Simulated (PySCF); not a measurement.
Bond curve of AlB⁻

Set-up: Al aug-cc-pV(D+d)Z, B aug-cc-pVDZ; no relativity (PySCF 2.14). Energies in eV from Al⁻ + B in their ground configurations at the same level. All curves are PBE0. state 1: ⁴Σ⁻ (quartet), unpaired electrons σ ↑, π ↑↑; state 2: Ms = 0.5 determinant of mixed spin (⟨S²⟩ near 1.8), unpaired electrons σ ↓, π ↑↑, a second solution, started from another occupation; state 3: Ms = 0.5 determinant of mixed spin (⟨S²⟩ near 1.8), unpaired electrons σ ↑, π ↑↓, a mixture of terms (⟨Lz²⟩ = 2.0), a second solution, started from another occupation.

| R (Å) | state 1 | state 2 | state 3 |
| --- | --- | --- | --- |
| 1.793 | -2.644 | -2.331 | -2.271 |
| 1.877 | -2.995 | -2.698 | -2.640 |
| 1.960 | -3.190 | -2.907 | -2.851 |
| 2.022 | -3.258 | -2.985 | -2.932 |
| 2.085 | -3.276 | -3.013 | -2.962 |
| 2.147 | -3.255 | -3.000 | -2.951 |
| 2.231 | -3.183 | -2.936 | -2.891 |
| 2.335 | -3.042 | -2.804 | -2.764 |
| 2.460 | -2.832 | -2.600 | -2.567 |
| 2.627 | -2.523 | -2.292 | -2.272 |

Put a parabola through the three lowest points of the state 1 curve and estimate Re, k and ωe (reduced mass 7.819 u; 1 eV/Å² = 0.16022 mdyn/Å; ωe = 1302.8·√(k/μ) cm⁻¹).

Through R = 2.022, 2.085, 2.147 Å the second-order coefficient is 5.00 eV/Å², so Re ≈ 2.082 Å, k ≈ 1.60 mdyn/Å and ωe ≈ 589 cm⁻¹. A polynomial fit of higher order to the unrounded PBE0 energies gives Re = 2.080 Å, k = 1.62 mdyn/Å, ωe = 594 cm⁻¹; anharmonicity and rounding make the difference.

The higher-order fit for each curve: state 1: Re = 2.080 Å, ωe = 594 cm⁻¹, De = 3.28 eV; state 2: Re = 2.094 Å, ωe = 585 cm⁻¹, minimum 3.01 eV below the ground-state fragments; state 3: Re = 2.098 Å, ωe = 579 cm⁻¹, minimum 2.96 eV below the ground-state fragments.

For an ion De counts to the pair picked by the measured ionisation energies or electron affinities, which need not be the lowest pair at this level. The highest Kohn–Sham level is positive in this anion. Much of that is self-interaction error, but it also means that the finite basis helps to hold the extra electron. The state was picked by a PBE0 search and need not be the measured ground state.
